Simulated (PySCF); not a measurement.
## Mayer bond orders and bond lengths

Compound: C4H4FO (charge -1).
Numbering: `[CH2:1]=[CH:2]/[C:3]([O-:4])=[CH:5]/[F:6]` (hydrogens: H7, H8 on C1; H9 on C2; H10 on C5)

Structure used (PBE0-D3(BJ)/def2-SVP), in Å, numbered top down from 1:
```xyz
10
C4H4FO angstrom
C     -1.7255    0.6262   -0.2607
C     -0.6512   -0.1766   -0.2492
C      0.6692    0.2979    0.2828
O      0.7855    1.4721    0.7199
C      1.6135   -0.7115    0.2025
F      2.9038   -0.5385    0.6270
H     -2.7025    0.3112   -0.6422
H     -1.5952    1.6409    0.1324
H     -0.7232   -1.2036   -0.6341
H      1.4330   -1.7134   -0.1963
```

Bond orders from the PBE0/pcSseg-1 density (PySCF). The structure is a single PBE0-D3(BJ)/def2-SVP conformer in the gas phase; no vibrational or solvent corrections. The pcSseg-1 basis has no diffuse functions, a weakness for an anion. The HOMO energy is positive at this level (+0.20 eV), so the outermost electrons may be held by the finite basis alone.

How far do the computed orders between heavy atoms stray from the drawn ones?

The largest departure is 0.747, at C3–O4 (drawn single, 1.747). Drawn single, order above 1.12: C3–O4 (1.747). Drawn single, order below 0.88: C5–F6 (0.852). Drawn double or triple, more than 0.30 short of the drawn order: C3–C5 (1.412). The SMILES, with its formal charges, is one Lewis structure only.

Give the Mayer order of every bond between heavy atoms, beside its length.

```json
{"bond": "C1–C2", "drawn as": "double", "length (Å)": "1.341", "Mayer order": "1.886"}
{"bond": "C2–C3", "drawn as": "single", "length (Å)": "1.501", "Mayer order": "0.926"}
{"bond": "C3–O4", "drawn as": "single", "length (Å)": "1.258", "Mayer order": "1.747"}
{"bond": "C3–C5", "drawn as": "double", "length (Å)": "1.385", "Mayer order": "1.412"}
{"bond": "C5–F6", "drawn as": "single", "length (Å)": "1.369", "Mayer order": "0.852"}
```

By pair of heavy elements: C–C: lowest C2–C3 (0.926, 1.501 Å), highest C1–C2 (1.886, 1.341 Å).

And the bonds to hydrogen?

C–H: 0.93 to 0.98 (4 bonds).

Sum the orders of all bonds at each heavy atom with more than one neighbour and set the sums beside the valence in the SMILES.

C1 3.771 (drawn 4), C2 3.769 (drawn 4), C3 4.085 (drawn 4), C5 3.240 (drawn 4). Orders between atoms that aren't bonded are not in these sums.

The Mayer order sums products of elements of PS (density times overlap matrix) between the two atoms' basis functions, so it depends on the basis set.

These values come from a run that also computed NMR shieldings. Hardware: an Arm Neoverse V2 with one thread (shared host). Cost: 7.3 s wall.
